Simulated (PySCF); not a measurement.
## CCl⁺: frontier orbitals

PBE0 at R = 1.539 Å; basis C def2-TZVP, Cl def2-TZVP; no relativity; PySCF 2.14. State: ¹Σ⁺ (singlet), closed shell. Only the outer orbitals are listed, counted within each symmetry.

```
orbital  occ.  ε (eV)  on C (%)           main shells (%)
     5σ     2  -36.08        24           70 Cl s, 16 C s
     6σ     2  -26.06        33  40 Cl p, 31 C s, 25 Cl s
     2π     2  -20.74        20           79 Cl p, 18 C p
     2π     2  -20.74        20           79 Cl p, 18 C p
     7σ     2  -18.60        83   48 C s, 35 C p, 17 Cl p
     3π     0  -11.74        74           75 C p, 19 Cl p
     3π     0  -11.74        74           75 C p, 19 Cl p
     8σ     0   -6.07        29  41 Cl p, 27 Cl d, 24 C p
```

Problem. Which are the highest filled and the lowest empty level, where do they sit, and how wide is the gap?

Solution. Highest filled 7σ at -18.60 eV (in %: 48 C s, 35 C p, 17 Cl p); lowest empty 3π at -11.74 eV (in %: 75 C p, 19 Cl p); the gap at PBE0 is 6.86 eV.

```json
{
  "bond order (Mayer)": "2.16",
  "⟨S²⟩": "0.000",
  "charge on C (Mulliken, basis-dependent)": "0.39",
  "charge on C (Löwdin, basis-dependent)": "-0.09",
  "dipole moment (positive dipole points towards Cl; it is taken about the centre of mass and depends on that origin)": "0.17 D",
  "polarisability along the bond": "24.4 bohr³",
  "polarisability across the bond": "13.3 bohr³"
}
```
